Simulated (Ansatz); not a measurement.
Si3Mo5: experiment and calculation

**Measured values to compare with.**

“Doping-induced superconductivity in the topological semimetal Mo5Si3”, 2020, arxiv:2010.16007 reports, for a powder of Si3Mo5 at 300 K: lattice constant a 9.648 ± 0.001 Å; lattice constant c 4.903 ± 0.001 Å.

How close the calculation comes is told below.

Computed with DFT r2SCAN, scalar-relativistic, plane waves, PAW (Ansatz).

Settings: cutoff 500 eV, Γ-centred mesh 8×8×8 on the computed 16-atom cell, Gaussian smearing of 0.10 eV; no spin polarisation.

Relaxed structure, symmetry kept:

```xyz
16
Lattice="-4.8206 4.8206 2.4471 4.8206 -4.8206 2.4471 4.8206 4.8206 -2.4471" Properties=species:S:1:pos:R:3 pbc="T T T"
Si    0.0000    0.0000    1.2235
Si    0.0000    0.0000    3.6706
Si    1.6118    6.4324    0.0000
Si    3.2088    1.6118    0.0000
Si    3.2088   -1.6118    2.4471
Si    1.6118    3.2088    2.4471
Mo    0.0000    4.8206    1.2235
Mo    4.8206    0.0000    1.2235
Mo    0.7410    2.1588    0.0000
Mo    7.4824    0.7410    0.0000
Mo    4.0796    2.6618    2.4471
Mo   -2.6618    4.0796    2.4471
Mo    5.5616    2.6618    0.0000
Mo    2.6618    4.0796    0.0000
Mo   -0.7410    2.1588    2.4471
Mo    2.1588    0.7410    2.4471
```

```
Space group                                                       : I4/mcm (No. 140)
Volume per atom                                                   : 14.22 Å³
Formation energy from the elements' standard states (uncorrected) : -0.399 eV/atom
Generalised Kohn–Sham band gap                                    : none (metal)
Density of states at the Fermi level                              : 7.82 states/eV per cell
Löwdin character within 0.5 eV of the Fermi level                 : Mo 4d 89 %
Bulk modulus                                                      : 254 GPa
Its pressure derivative                                           : 4.3
```

Against the measured lattice constant a of Si3Mo5, 9.648 Å (300 K; powder; the paper above), the calculated 9.641 Å is off by -0.1 %. Measured lattice constant c of Si3Mo5: 4.903 Å (300 K; powder; the paper above). This calculation gives 4.894 Å (-0.2 %). The calculation is for 0 K without zero-point motion.

Cost: 9 runs of about 89 core-minutes in all, on Intel Xeon Processor @ 2.70GHz (shared hosts).